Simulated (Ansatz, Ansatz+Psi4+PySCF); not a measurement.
| atom | x (Å) | y (Å) | z (Å) |
| --- | --- | --- | --- |
| Si | 0.0000 | 0.0000 | 0.6730 |
| O | 0.0000 | 0.0000 | -1.1778 |

Basis set: cc-pVTZ on O; cc-pV(T+d)Z on Si (spherical functions). Frozen core: 6 orbitals. Charge 0, multiplicity 1.

Computed with Ansatz (development build ahead of 0.2.0); each method stands on the lowest determinant of its kind that the runs found. Restricted open shells among the atoms or ions are ROHF, correlated in semicanonical orbitals with singles.

(1) Give the atomization energy at this shape (free ground-state atoms in the same class of orbitals less the molecule, no zero-point energy) of singlet SiO by RHF-CCSD(T), RHF-CCSD, RHF-MP2.

## Answers

(1)

| method | atomization energy |
| --- | --- |
| RHF-CCSD(T) | 6.22 eV |
| RHF-CCSD | 5.58 eV |
| RHF-MP2 | 6.89 eV |

Caution: large amplitudes, a single reference is doubtful; stretched shape with no unrestricted run beside it, a lower state can exist; the shape is not the minimum; unrestricted orbitals would lower the determinant.
